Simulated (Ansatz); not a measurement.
**One shape, several levels: SiH2F2 (SiF2H2)**

Aim: a comparison of 6 runs (HF/STO-3G, PBE/STO-3G, UPBE0/STO-3G, r2SCAN/STO-3G, CCSD(T)/STO-3G, UCCSD(T)/STO-3G) of SiH2F2 (SiF2H2). 

The calculation is run with Ansatz 0.2.0.

54 further runs of the same task are left out: 4 that didn't finish, 50 set aside as unsound or not needed.

### Step 1. The system as given

SiH2F2: 5 atoms, total charge 0, spin state singlet. As SMILES, `[H][Si]([H])(F)F`. The F2–Si1 distance was set to 2.391 Å, away from the relaxed value. At this shape a bond of the SMILES string is far longer than usual.

Bond lengths: Si1–F3 1.594 Å, Si1–H4 1.442 Å, Si1–H5 1.443 Å. Angles: F3–Si1–H4 107.9°, F3–Si1–H5 108.0°, H4–Si1–H5 120.8°. A long bond or contact: Si1–F2 2.391 Å.

### Step 2. A single-point energy at HF/STO-3G (run 1)

input.yaml

```yaml
crystal:
  periodic: [false, false, false]
  atoms:
    - {symbol: Si, position_ang: [-0.141658, 0.010260, -0.859656]}
    - {symbol: F, position_ang: [0.009240, -0.018840, 1.526500]}
    - {symbol: F, position_ang: [1.385722, 0.020330, -1.315106]}
    - {symbol: H, position_ang: [-0.730438, 1.267500, -1.250906]}
    - {symbol: H, position_ang: [-0.724038, -1.240450, -1.282286]}
basis:
  gaussian:
    orbitals: STO-3G
hamiltonian:
  xc: hf
accuracy: high
```

The run is started by

```sh
$ ansatz run input.yaml --threads 1 --pin off --max-ram 2610MiB --events-out events.jsonl --progress --plain --runs-dir runs
```

Output:

```text
Warning: RAYON_NUM_THREADS=1 ignored (pool sized by the plan → 1); use --threads N
Functional definition: HF
  name "HF"
  exchange = exact_x
  correlation = 0
371 factors; integrals over basis functions are off by at most 2.9e-8 eV
mean field evaluation 1: about -13128.2650 eV, gradient 2.5e1 eV
mean field evaluation 2: about -13128.2902 eV, gradient 2.5e1 eV
mean field evaluation 4: about -13134.5051 eV, gradient 2.0e0 eV
mean field evaluation 8: about -13134.5212 eV, gradient 6.2e-2 eV
mean field -13134.52120625 eV, -482.6847514315 hartree, gradient 2.0e-8 eV, S^2 0.000000; 0 other end points of the search recorded, 0 dependent functions left out
reference -13134.52120625 eV, -482.6847514315 hartree; 17, 17 occupied and 4, 4 virtual orbitals, 371 factors
Total energy: -13134.52120625 eV, -482.6847514315 hartree
```

Run time: 0.12 s. Hardware: 1 thread of Arm Neoverse V1, shared host.

### Step 3. The energy at PBE/STO-3G (run 2)

Changes to input.yaml since step 2:

```diff
@@ -9,6 +9,4 @@
 basis:
-  gaussian:
-    orbitals: STO-3G
-hamiltonian:
-  xc: hf
+  gaussian: {orbitals: STO-3G}
+hamiltonian: {xc: pbe}
 accuracy: high
```

The run is started by

```sh
$ ansatz run input.yaml --threads 1 --pin off --max-ram 2610MiB --events-out events.jsonl --progress --plain --runs-dir runs
```

Output:

```text
Warning: RAYON_NUM_THREADS=1 ignored (pool sized by the plan → 1); use --threads N
Functional definition: PBE
  name "PBE"
  parameter kappa = 0.804
  parameter beta = 0.06672455060314922
  exchange = pbe_x(kappa = kappa, mu = beta*pi^2/3)
  correlation = pbe_c(beta = beta)
371 factors; integrals over basis functions are off by at most 2.9e-8 eV
mean field evaluation 1: about -13155.6847 eV, gradient 3.0e1 eV
mean field evaluation 2: about -12825.5156 eV, gradient 1.1e2 eV
mean field evaluation 4: about -13152.6232 eV, gradient 2.8e1 eV
mean field evaluation 8: about -13160.8708 eV, gradient 1.3e-1 eV
mean field -13160.87086726 eV, -483.6530836130 hartree, gradient 9.4e-9 eV, S^2 0.000000; 0 other end points of the search recorded, 0 dependent functions left out
reference -13160.87086869 eV, -483.6530836657 hartree; 17, 17 occupied and 4, 4 virtual orbitals, 371 factors
Total energy: -13160.87086869 eV, -483.6530836657 hartree
```

It took 1.3 s on 1 thread of Arm Neoverse V1, shared host; peak memory 0.096 GiB.

Runs 3 to 5 aren't shown in full; the table further down has their settings and results.

### Step 4. The energy at UCCSD(T)/STO-3G (run 6)

in.yaml

```yaml
crystal:
  periodic: [false, false, false]
  atoms:
    - symbol: Si
      position_ang: [-0.141658, 0.010260, -0.859656]
    - symbol: F
      position_ang: [0.009240, -0.018840, 1.526500]
    - symbol: F
      position_ang: [1.385722, 0.020330, -1.315106]
    - symbol: H
      position_ang: [-0.730438, 1.267500, -1.250906]
    - symbol: H
      position_ang: [-0.724038, -1.240450, -1.282286]
basis:
  gaussian:
    orbitals: STO-3G
magnetization:
  spin_polarized: true
  initial_magnetization: 0
correlation:
  method: ccsd_t
  frozen_orbitals: {F: 1, H: 0, Si: 5}
scf:
  omitted_lower_state_checks: [cluster_reference, increment]
accuracy: high
```

The run is started by

```sh
$ ansatz run in.yaml --threads 1 --pin off --max-ram 2610MiB --events-out events.jsonl --progress --plain --runs-dir runs
```

Output:

```text
Warning: RAYON_NUM_THREADS=1 ignored (pool sized by the plan → 1); use --threads N
[... 15 lines left out ...]
7 core orbitals not correlated: weight in the atoms' cores, before any rotation towards them, 1.000 or more for the frozen orbitals, at most 0.000 for the correlated occupied ones
[... 50 lines left out ...]
Total energy: -13138.86667521 eV, -482.8444444704 hartree
Checks for a lower state left out: cluster_reference, increment
```

It took 0.72 s on 1 thread of Arm Neoverse V1, shared host.

### Step 5. All runs side by side

```
run            level  frozen core orbitals  energy (Eh)  wall time
  1        HF/STO-3G                     –  -482.684751     0.12 s
  2       PBE/STO-3G                     –  -483.653084      1.3 s
  3     UPBE0/STO-3G                     –  -483.719255      4.2 s
  4    r2SCAN/STO-3G                     –  -483.936952      3.3 s
  5   CCSD(T)/STO-3G                     7  -482.845701      0.2 s
  6  UCCSD(T)/STO-3G                     7  -482.844444     0.72 s
```

### Step 6. Summary of results

```
                                          quantity          value
                               run 6: total energy  -482.84444 Eh
run 6: correlation energy (7 core orbitals frozen)      -94.7 mEh
                             run 6: (T) correction      -4.44 mEh
          run 6: ⟨S²⟩ of the reference determinant          0.795
                              run 6: T1 diagnostic          0.060
```

What this shows: Below the HF energy at the same shape and in the same basis (STO-3G): CCSD(T) -160.9 mEh; UCCSD(T) -159.7 mEh. Some of these start from another determinant than that one, so these aren't their correlation energies. Totals of different functionals can't be ranked against each other. In run 5 the log says that unrestricted orbitals would lower the reference, so the values rest on an unstable closed-shell determinant (other closed-shell runs at this shape may share the fault). In runs 1, 2, 3, 4, 5, 6 the basis is minimal, so the values are rough. Spin contamination of the reference: run 6 ⟨S²⟩ = 0.80, run 3 ⟨S²⟩ = 0.18. Where it is this large, the reference is a mixture of spin states, and values that rest on it are in doubt. All runs together took 9.8 s, the longest 4.2 s.
